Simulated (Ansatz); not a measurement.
C3H5NO can be A, `N#CCCO`, or B, `NC1=COC1`.

Isolated molecules relaxed with PBE0-D4/def2-TZVP in Ansatz; ΔE leaves out vibrations. CCSD(T)/CBS adds triple-zeta CCSD(T) − MP2 to the extrapolated MP2 energy (def2 sets, frozen cores). Functionals use def2-TZVPP. B3LYP here is the variant with VWN-RPA as its local correlation; programs differ in this. One conformer a species, not always the lowest.

A:

```xyz
10

N    -1.367   -2.512   -0.244
C    -0.916   -1.470   -0.428
C    -0.328   -0.156   -0.618
C     0.539    0.257    0.576
O     1.149    1.501    0.358
H    -1.134    0.567   -0.770
H     0.282   -0.161   -1.525
H    -0.064    0.247    1.491
H     1.345   -0.468    0.705
H     0.493    2.196    0.457
```

B:

Z-matrix (Å, degrees):
```
C
O 1 1.453
C 1 1.960 2 45.5
C 1 1.502 2 88.4 3 0.8
H 1 1.093 2 111.0 3 120.1
H 1 1.092 2 110.8 3 -116.2
H 3 1.081 1 169.1 2 -14.7
N 4 1.384 1 132.2 2 -172.8
H 8 1.011 4 113.5 1 -56.4
H 8 1.010 4 113.1 1 177.5
```

**Question.** Which is lower in electronic energy at CCSD(T)/CBS, and by how much? (An estimate is asked.)

**Answer.** The calculation gave: A, by 163.7 kJ/mol.

**Question.** Give E(B) − E(A) in kJ/mol with LDA (SPW92), PBE0-D4, MP2/def2-TZVPP, BLYP-D4, B3LYP-D4, CCSD(T)/def2-SVP, PBE-D4. (An estimate is asked.)

**Answer.** The calculation gave: LDA (SPW92) 92.7, PBE0-D4 132.4, MP2/def2-TZVPP 174.4, BLYP-D4 155.3, B3LYP-D4 156.0, CCSD(T)/def2-SVP 174.6, PBE-D4 127.5. None reverses the order clearly.

**Question.** Does the order hold for the free energy at 298.15 K (harmonic terms from PBE0-D4)? (An estimate is asked.)

**Answer.** The calculation gave: Yes: G(B) − G(A) = +168.7 kJ/mol, for one conformer each.

Largest T1 diagnostic: 0.013.

In def2-TZVPP, CCSD(T) changes the Hartree–Fock value by −28.7 kJ/mol (the triples alone add −4.7 kJ/mol) and MP2 by −24.5 kJ/mol. Leaving LDA and LC-ωPBE aside and taking each functional with its dispersion term where it has one, the values, not all of them listed here, spread over 41.0 kJ/mol, from PBE-D4 to B2PLYP. LDA lies −36.3 kJ/mol from PBE without D4.
